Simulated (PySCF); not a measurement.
Species: H2BO (doublet state).
Numbering: `[BH2:1][O:2]` (hydrogens: H3, H4 on B1)

Structure used (PBE0-D3(BJ)/def2-SVP), in Å, numbered top down from 1:
```xyz
4
BH2O angstrom
B     -0.0070    0.0042   -0.2268
O      1.2252   -0.2186   -0.4863
H     -0.5480    1.0204   -0.6442
H     -0.6497   -0.7964    0.4400
```

Level of theory: PySCF, PBE0-D3(BJ)/def2-SVP geometry optimisation, gas phase.

Masses are those of the commonest isotopes; rigid-rotor values at the optimised geometry. 

(1) Give the principal moments of inertia and the rotational constants in MHz.

(2) Classify the top.

(3) Is it planar, by Δ = Ic − Ia − Ib?

(4) Where do the levels up to J = 2 lie, in K?

(5) Which lines would a microwave search look for?

Results:

(1) Ia = 2.26, Ib = 14.19, Ic = 16.45 u·Å²; 505379 MHz·u·Å²/I gives A = 223529, B = 35608, C = 30715 MHz.

(2) A near-prolate asymmetric top: κ = (2 × 35608 − 223529 − 30715)/(223529 − 30715) = -0.95.

(3) Planar: Δ = Ic − Ia − Ib = 0.00 u·Å². For a rigid frame Δ = −2 Σ m c², so it vanishes when all atoms lie in the ab plane; here none is more than 0.01 Å from it.

(4) Above 0(0,0), as E/k:
J = 1: 1(0,1) 3.183, 1(1,1) 12.202, 1(1,0) 12.437
J = 2: 2(0,2) 9.545, 2(1,2) 18.333, 2(1,1) 19.038, 2(2,1) 46.094, 2(2,0) 46.098

(5) The dipole components are |μa| = 1.34 D, |μb| = 0.00 D, |μc| = 0.00 D; the symmetry axis of this C2v structure is a, so μb and μc vanish by symmetry and there are no b-type or c-type lines. Some lines, for components of 0.1 D or more:

| type | branch | J(Ka,Kc) | MHz | lower level (cm⁻¹) |
| --- | --- | --- | --- | --- |
| a | Q | 3(2,1) ← 3(2,2) | 471 | 38.674 |
| a | Q | 5(2,3) ← 5(2,4) | 3288 | 58.575 |
| a | Q | 2(1,1) ← 2(1,2) | 14679 | 12.742 |
| a | Q | 3(1,2) ← 3(1,3) | 29357 | 19.132 |
| a | Q | 4(1,3) ← 4(1,4) | 48922 | 27.649 |
| a | R | 2(0,2) ← 1(0,1) | 132553 | 2.212 |
| a | R | 3(0,3) ← 2(0,2) | 198594 | 6.634 |
| a | R | 4(1,4) ← 3(1,3) | 255324 | 19.132 |
| a | R | 4(2,3) ← 3(2,2) | 265222 | 38.674 |
| a | R | 4(3,2) ← 3(3,1) | 265480 | 70.426 |
| a | R | 4(3,1) ← 3(3,0) | 265487 | 70.426 |
| a | R | 4(2,2) ← 3(2,1) | 266163 | 38.690 |
| a | R | 4(1,3) ← 3(1,2) | 274889 | 20.112 |
| a | R | 5(1,5) ← 4(1,4) | 318986 | 27.649 |
| a | R | 5(2,4) ← 4(2,3) | 331409 | 47.521 |
| a | R | 5(2,3) ← 4(2,2) | 333285 | 47.568 |
| a | R | 5(1,4) ← 4(1,3) | 343427 | 29.281 |

For this open shell read J as N, the rotation without spin; fine and hyperfine splittings come on top. No PBE0-D3(BJ)/def2-SVP frequencies stand behind this structure, so it isn't proved a minimum. ⟨S²⟩ = 0.759 (exact for a doublet: 0.75). Constants of a rigid frame at the computed geometry: no zero-point averaging, no centrifugal distortion. Quadrupole hyperfine structure (11B) is left out.

Hardware: an x86-64 server with one thread, no GPU (shared host). Cost: 10 s wall, 5.4 s CPU. These figures are those of the optimisation.
